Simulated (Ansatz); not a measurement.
# C2H4N2: basis-set convergence

An exercise on one series of results from a longer session: the logs are not shown, and one member is left open.

The runs use Ansatz 0.2.0, Gaussian basis; one geometry, several basis sets.

Plan: PBE0-D4/def2-SVP; ωB97M-V/def2-SVP; PBE0-D4/def2-QZVPP; ωB97M-V/def2-QZVPP; the functionals' def2-TZVPP values are taken from earlier runs.

1 further run of the same task is left out (it didn't finish).

## The geometry

All runs share one geometry, relaxed beforehand with PBE0-D4 in a triple-zeta def2 set.

SMILES `NC#CN`, 8 atoms, charge 0, spin multiplicity 1.

Atoms are counted from 1 here; the program's logs count them from 0.

Bond lengths: N1–C2 1.342 Å, N1–H5 1.008 Å, N1–H6 1.008 Å, C2–C3 1.207 Å, C3–N4 1.342 Å, N4–H7 1.008 Å, N4–H8 1.008 Å. Angles: C2–N1–H5 116.6°, C2–N1–H6 116.7°, H5–N1–H6 112.9°, N1–C2–C3 177.3°, C2–C3–N4 177.3°, C3–N4–H7 116.5°, C3–N4–H8 116.7°, H7–N4–H8 112.9°.

The first run:

File in.yaml:

```yaml
crystal:
  periodic: [false, false, false]
  atoms:
    - {symbol: N, position_ang: [-0.388276, 1.867118, -0.356931]}
    - {symbol: C, position_ang: [-0.098009, 0.573243, -0.148197]}
    - {symbol: C, position_ang: [0.218242, -0.576699, 0.034818]}
    - {symbol: N, position_ang: [0.577600, -1.862389, 0.175698]}
    - {symbol: H, position_ang: [-0.775473, 2.102573, -1.257371]}
    - {symbol: H, position_ang: [-0.831392, 2.359958, 0.402347]}
    - {symbol: H, position_ang: [1.503899, -2.034455, 0.534225]}
    - {symbol: H, position_ang: [-0.114391, -2.486448, 0.559712]}
basis:
  gaussian: {orbitals: def2-SVP}
hamiltonian: {xc: pbe0, dispersion: d4}
output: {orbitals: {seedname: orbitals}}
```

The run is started by

```sh
> ansatz run in.yaml --threads 2 --pin off --events-out ev --progress --plain --max-ram 4352MiB
```

Among the steps run: PBE0-D4 in def2-SVP; ωB97M-V in def2-SVP; PBE0-D4 in def2-QZVPP; ωB97M-V in def2-QZVPP.

One table of the session follows, with a row left open; its other results are not shown here.

It belongs to the step «Density functionals: the series». 

```
functional       basis  HOMO (eV)  LUMO (eV)
   PBE0-D4    def2-SVP      -5.76       1.95
   PBE0-D4  def2-TZVPP      -5.99       1.06
   PBE0-D4  def2-QZVPP      -6.04       0.50
   ωB97M-V    def2-SVP      -7.98       3.59
   ωB97M-V  def2-TZVPP      -8.22       2.43
   ωB97M-V  def2-QZVPP          ?          ?
```

**Question.** Estimate the row for ωB97M-V, def2-QZVPP.

As computed: HOMO (eV): -8.27; LUMO (eV): 1.58. In the column «HOMO (eV)» it is the lowest.
